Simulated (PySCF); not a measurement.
# BCl (SMILES [B]Cl) at 3 levels

We compute a comparison of 3 runs (PBE/STO-6G, r2SCAN/STO-6G, UMP2/STO-6G) of BCl. The job is set up through a Python script.

The calculation is run with PySCF 2.14.0.

12 further runs of the same task are left out: 2 that didn't finish, 10 set aside as unsound or not needed.

### Step 1. The system as given

BCl: 2 atoms, total charge 0, spin state singlet. As SMILES, `[B]Cl`. The B1–Cl2 distance was set to 1.894 Å, away from the relaxed value.

Bond lengths: B1–Cl2 1.894 Å.

### Step 2. A single-point energy at PBE/STO-6G (run 1)

File run.py:

```python
from pyscf import gto, dft

mol = gto.M(
    atom=[
    ('B', (0.000000, 0.000000, -0.315670)),
    ('Cl', (0.000000, 0.000000, 1.578530)),
],
    max_memory=1860,
    basis='sto-6g',
    charge=0,
    verbose=4,
    spin=0,
)

ks = dft.RKS(mol, xc='pbe')
ks.conv_tol = 1e-10
ks.grids.level = 5
ks.kernel()
if not ks.converged:
    ks = ks.newton().run(ks.mo_coeff, ks.mo_occ)

e_tot = ks.e_tot
print(f'total energy: {e_tot:.8f} hartree')
```

On the command line:

```sh
$ OMP_NUM_THREADS=1 python run.py
```

The log of the run:

```text
PySCF version 2.14.0

[INPUT] num. atoms = 2
[INPUT] num. electrons = 22
[INPUT] charge = 0
[INPUT] spin (= nelec alpha-beta = 2S) = 0
[INPUT] symmetry False subgroup None
[INPUT] Mole.unit = angstrom
[INPUT] Symbol           X                Y                Z      unit          X                Y                Z       unit  Magmom
[INPUT]  1 B      0.000000000000   0.000000000000  -0.315670000000 AA    0.000000000000   0.000000000000  -0.596529845741 Bohr   0.0
[INPUT]  2 Cl     0.000000000000   0.000000000000   1.578530000000 AA    0.000000000000   0.000000000000   2.982989379410 Bohr   0.0

nuclear repulsion = 23.7462057481787
number of shells = 8
number of NR pGTOs = 84
number of NR cGTOs = 14
basis = sto-6g
ecp = {}

******** <class 'pyscf.dft.rks.RKS'> ********
method = RKS
initial guess = minao
damping factor = 0
level_shift factor = 0
DIIS = <class 'pyscf.scf.diis.CDIIS'>
diis_start_cycle = 1
diis_space = 8
diis_damp = 0
SCF conv_tol = 1e-10
SCF conv_tol_grad = None
SCF max_cycles = 50
direct_scf = True
direct_scf_tol = 1e-13
XC library pyscf.dft.libxc version 7.0.0
    S. Lehtola, C. Steigemann, M. J.T. Oliveira, and M. A.L. Marques.,  SoftwareX 7, 1–5 (2018)
XC functionals = pbe
    J. P. Perdew, K. Burke, and M. Ernzerhof.,  Phys. Rev. Lett. 77, 3865 (1996)
    J. P. Perdew, K. Burke, and M. Ernzerhof.,  Phys. Rev. Lett. 78, 1396 (1997)
    J. P. Perdew, K. Burke, and M. Ernzerhof.,  Phys. Rev. Lett. 77, 3865 (1996)
    J. P. Perdew, K. Burke, and M. Ernzerhof.,  Phys. Rev. Lett. 78, 1396 (1997)
radial grids:
    Treutler-Ahlrichs [JCP 102, 346 (1995); DOI:10.1063/1.469408] (M4) radial grids

becke partition: Becke, JCP 88, 2547 (1988); DOI:10.1063/1.454033
pruning grids: <function nwchem_prune>
grids dens level: 5
symmetrized grids: False
atomic radii adjust function: <function treutler_atomic_radii_adjust>
small_rho_cutoff = 0
Set gradient conv threshold to 1e-05
Initial guess from minao.
tot grids = 86208
init E= -482.804353717533
  HOMO = -0.192811485073555  LUMO = -0.0253555273261383  gap/eV = 4.55671
cycle= 1 E= -483.005641616986  delta_E= -0.201  |g|= 0.252  |ddm|= 1.49
  HOMO = -0.186621326203673  LUMO = -0.0635174521144801  gap/eV = 3.34983
cycle= 2 E= -482.47147913369  delta_E= 0.534  |g|= 1.35  |ddm|=  2.1
  HOMO = -0.152923641631342  LUMO = -0.0258415129582675  gap/eV = 3.45808
cycle= 3 E= -483.04295566152  delta_E= -0.571  |g|= 0.113  |ddm|= 1.41
  HOMO = -0.148067007272544  LUMO = -0.0127532524984771  gap/eV = 3.68207
cycle= 4 E= -483.04918990717  delta_E= -0.00623  |g|= 0.00179  |ddm|= 0.201
  HOMO = -0.148249947997716  LUMO = -0.0129581838970372  gap/eV = 3.68148
cycle= 5 E= -483.049191599104  delta_E= -1.69e-06  |g|= 7.08e-05  |ddm|= 0.00355
  HOMO = -0.148228141967917  LUMO = -0.0129528998248101  gap/eV = 3.68103
cycle= 6 E= -483.049191601482  delta_E= -2.38e-09  |g|= 5.74e-05  |ddm|= 0.000413
  HOMO = -0.148233424903244  LUMO = -0.0129556845747647  gap/eV = 3.68109
cycle= 7 E= -483.049191603325  delta_E= -1.84e-09  |g|= 2.38e-06  |ddm|= 0.00013
  HOMO = -0.148233763170068  LUMO = -0.0129559075205013  gap/eV = 3.68110
cycle= 8 E= -483.049191603328  delta_E= -2.96e-12  |g|= 1.21e-07  |ddm|= 6.25e-06
  HOMO = -0.148233728861756  LUMO = -0.0129558642672069  gap/eV = 3.68110
Extra cycle  E= -483.049191603328  delta_E= 1.14e-13  |g|= 2.53e-07  |ddm|= 7.25e-07
converged SCF energy = -483.049191603328
total energy: -483.04919160 hartree
```

Wall time 1.5 s (1 thread of Arm Neoverse V1, shared host); peak memory 0.16 GiB.

### Step 3. A single-point energy at r2SCAN/STO-6G (run 2)

File geometry.xyz:

```xyz
2
BCl
B      0.000000     0.000000    -0.315670
Cl     0.000000     0.000000     1.578530
```

File input.py:

```python
from pyscf import gto, dft

mol = gto.M(
    atom='geometry.xyz',
    basis='sto-6g',
    max_memory=1860,
    verbose=3,
    spin=0,
)

calc0 = dft.RKS(mol, xc='r2scan')
calc0.conv_tol = 1e-10
calc0.grids.level = 5
calc0.kernel()
if not calc0.converged:
    calc0 = calc0.newton().run(calc0.mo_coeff, calc0.mo_occ)

etot = calc0.e_tot
print('E = %.10f Eh' % etot)
```

On the command line:

```sh
$ OMP_NUM_THREADS=1 python input.py
```

The log of the run:

```text
converged SCF energy = -483.269242923816
E = -483.2692429238 Eh
```

It took 1.9 s on 1 thread of Arm Neoverse V1, shared host; peak memory 0.16 GiB.

### Step 4. A single-point energy at UMP2/STO-6G (run 3)

File run.py:

```python
from pyscf import gto, mp

molecule = gto.M(
    atom='B 0.000000 0.000000 -0.315670; Cl 0.000000 0.000000 1.578530',
    basis='sto-6g',
    max_memory=1860,
    verbose=4,
    spin=0,
)

hf = molecule.UHF()
hf.conv_tol = 1e-10
hf.kernel()
if not hf.converged:
    hf = hf.newton().run(hf.mo_coeff, hf.mo_occ)
for _ in range(3):
    mo, _, stable, _ = hf.stability(return_status=True)
    if stable:
        break
    hf.kernel(hf.make_rdm1(mo, hf.mo_occ))

pt = mp.MP2(hf, frozen=6).run()
e_tot = pt.e_tot
print('Final energy', e_tot)
```

On the command line:

```sh
$ OMP_NUM_THREADS=1 python run.py
```

The log of the run:

```text
PySCF version 2.14.0

[INPUT] num. atoms = 2
[INPUT] num. electrons = 22
[INPUT] charge = 0
[INPUT] spin (= nelec alpha-beta = 2S) = 0
[INPUT] symmetry False subgroup None
[INPUT] Mole.unit = angstrom
[INPUT] Symbol           X                Y                Z      unit          X                Y                Z       unit  Magmom
[INPUT]  1 B      0.000000000000   0.000000000000  -0.315670000000 AA    0.000000000000   0.000000000000  -0.596529845741 Bohr   0.0
[INPUT]  2 Cl     0.000000000000   0.000000000000   1.578530000000 AA    0.000000000000   0.000000000000   2.982989379410 Bohr   0.0

nuclear repulsion = 23.7462057481787
number of shells = 8
number of NR pGTOs = 84
number of NR cGTOs = 14
basis = sto-6g
ecp = {}

[... 65 lines left out ...]
converged SCF energy = -482.500921152461  <S^2> = 6.0396133e-14  2S+1 = 1
[... 68 lines left out ...]
converged SCF energy = -482.50506723379  <S^2> = 0.34366327  2S+1 = 1.5409909
[... 3 lines left out ...]
******** <class 'pyscf.mp.ump2.UMP2'> ********
nocc = (np.int64(5), np.int64(5)), nmo = (8, 8)
frozen orbitals 6
E(UMP2) = -482.535448097829  E_corr = -0.0303808640382454
E(SCS-UMP2) = -482.537617202029  E_corr = -0.0325499682389127
E_corr(same-spin) = -0.00450815608497899
E_corr(oppo-spin) = -0.0258727079532664
Final energy -482.5354480978286
```

Run time: 0.88 s. Hardware: 1 thread of Arm Neoverse V1, shared host; peak memory 0.12 GiB.

### Step 5. The series

| run | level | integration grid | frozen core orbitals | energy (Eh) | dipole moment (D) of the reference | HOMO energy (eV) | LUMO energy (eV) | wall time |
| --- | --- | --- | --- | --- | --- | --- | --- | --- |
| 1 | PBE/STO-6G | 5 | – | -483.049192 | 0.67 | -4.03 | -0.35 | 1.5 s |
| 2 | r2SCAN/STO-6G | 5 | – | -483.269243 | 0.79 | -4.37 | -0.09 | 1.9 s |
| 3 | UMP2/STO-6G | – | 6 | -482.535448 | 1.79 | -9.12 | 5.77 | 0.88 s |

### Step 6. Results

| quantity | value |
| --- | --- |
| run 3: total energy | -482.53545 Eh |
| run 3: dipole moment (Hartree–Fock density) | 1.79 D |
| run 3: HOMO energy (Hartree–Fock orbitals) | -9.12 eV |
| run 3: LUMO energy (Hartree–Fock orbitals) | 5.77 eV |
| run 3: HOMO–LUMO gap (Hartree–Fock orbitals) | 14.89 eV |
| run 3: correlation energy (6 core orbitals frozen) | -30.4 mEh |
| run 3: ⟨S²⟩ of the reference determinant | 0.344 |

**Reading.** Totals of different functionals can't be ranked against each other. In runs 1, 2, 3 the basis is minimal, so the values are rough. Spin contamination of the reference: run 3 ⟨S²⟩ = 0.34. All runs together took 4.2 s, the longest 1.9 s.
